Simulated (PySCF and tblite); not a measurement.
Values are calculated unless marked as measured or tabulated.
System: C₂H₃N₃, numbered as in [cH:1]1[n:2][cH:3][nH:4][n:5]1.

For the shift of H on N4 from N4 to N5: electronic barrier 55.65 kcal/mol, zero-point change -4.61 kcal/mol, thermal and entropy terms at 250 K a further -0.13 kcal/mol (symmetry numbers apart). The minimum is Cs, the saddle Cs. The path came from a restrained scan, a climbing-image band and a saddle search at GFN2-xTB; energies are PBE0/pcSseg-1 + D3(BJ), IEF-PCM acetone//B3LYP-D3(BJ)/def2-SVP, thermal terms GFN2-xTB. Rates follow Eyring's equation with the number of equivalent paths and no tunnelling. (PySCF 2.14 with density fitting, tblite 0.8.)

How many equivalent paths lead out of the minimum?

2: the symmetry number of the minimum is 1, that of the saddle displaced along its mode 1, and the displaced saddle is chiral while the minimum is not, which doubles the count.

Work out the rate at 250 K.

ΔG‡ = 50.91 kcal/mol; k_B T/h = 5.2×10¹² s⁻¹; exp(−ΔG‡/RT) = 3.1×10⁻⁴⁵; times 2 gives k = 3.3×10⁻³² s⁻¹.

Tunnelling of the moving H, left out here, will speed the real process. In real samples such hydrogens mostly exchange between molecules or through solvent, far faster than by this path.
